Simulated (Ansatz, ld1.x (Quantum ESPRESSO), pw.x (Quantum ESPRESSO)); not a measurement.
# pw.x on sc Al: one setting changed

Potential: norm-conserving Troullier–Martins (Kleinman–Bylander form), ld1.x (Quantum ESPRESSO) 7.5, PBEsol; core [Ne], reference 3s2 3p1; waves: 3p (bound): rc 2.42 bohr; 3s (bound): rc 2.92 bohr; local part: the s channel; core correction: none.

The reference run (k-mesh 12³, cutoffs 35/140 Ry, Fermi–Dirac 0.01 Ry, mixing_beta 0.4, conv_thr 1e-9, no spin) gives 0.50 GPa at 19.657 Å³/atom, where all-electron LAPW gives 0.19 GPa. This run, with its own iteration cap, changes nosym to true.

```
&control
  calculation='scf', prefix='x', pseudo_dir='./', outdir='./tmp', tstress=.true., disk_io='none'
/
&system
  ibrav=0, nat=1, ntyp=1, ecutwfc=35, ecutrho=140, nbnd=8,
  occupations='smearing', smearing='fd', degauss=0.01, nosym=.true.
/
&electrons
  conv_thr=1e-09, mixing_beta=0.4, electron_maxstep=60
/
ATOMIC_SPECIES
Al 1.0 Al.UPF
CELL_PARAMETERS angstrom
  2.69881063 0.00000000 0.00000000
  0.00000000 2.69881063 0.00000000
  0.00000000 0.00000000 2.69881063
ATOMIC_POSITIONS crystal
Al 0.0000 0.0000 0.0000
K_POINTS automatic
12 12 12 0 0 0
```

```bash
pw.x < Al.scf.in > Al.scf.out
```

Q: How does the run end?

A: It converges in 5 iterations; the free energy moves by +0.0 meV/atom and the pressure by +0.00 GPa. The result is that of the reference run.

```
lattice parameter (alat)  =       5.1000  a.u.
     unit-cell volume          =     132.6520 (a.u.)^3
     number of electrons       =         3.00
     number of Kohn-Sham states=            8
     kinetic-energy cutoff     =      35.0000  Ry
     charge density cutoff     =     140.0000  Ry
     scf convergence threshold =      1.0E-09
     Exchange-correlation= PBESOL
     number of k points=   868  Fermi-Dirac smearing, width (Ry)=  0.0100
     iteration #  1     ecut=    35.00 Ry     beta= 0.40
     total energy              =      -4.14614245 Ry
     estimated scf accuracy    <       0.00458620 Ry
     iteration #  2     ecut=    35.00 Ry     beta= 0.40
     total energy              =      -4.14592294 Ry
     estimated scf accuracy    <       0.00145269 Ry
     iteration #  3     ecut=    35.00 Ry     beta= 0.40
     total energy              =      -4.14597008 Ry
     estimated scf accuracy    <       0.00001194 Ry
     iteration #  4     ecut=    35.00 Ry     beta= 0.40
     c_bands:  1 eigenvalues not converged
     total energy              =      -4.14597024 Ry
     estimated scf accuracy    <       0.00000011 Ry
     iteration #  5     ecut=    35.00 Ry     beta= 0.40
     the Fermi energy is     5.7474 ev
!    total energy              =      -4.14597024 Ry
     estimated scf accuracy    <          8.5E-10 Ry
     smearing contrib. (-TS)   =      -0.00220478 Ry
     The total energy is F=E-TS. E is the sum of the following terms:
     one-electron contribution =       2.36503883 Ry
     hartree contribution      =       0.02852386 Ry
     xc contribution           =      -1.53034527 Ry
     ewald contribution        =      -5.00698288 Ry
     convergence has been achieved in   5 iterations
          total   stress  (Ry/bohr**3)                   (kbar)     P=        5.03
     Message from routine punch:
     Nothing written, as per user request (disk_io='none')
```

The run took about 11 s on one core of a shared host (Neoverse-V2, 96 threads, 742 GiB, load 42).
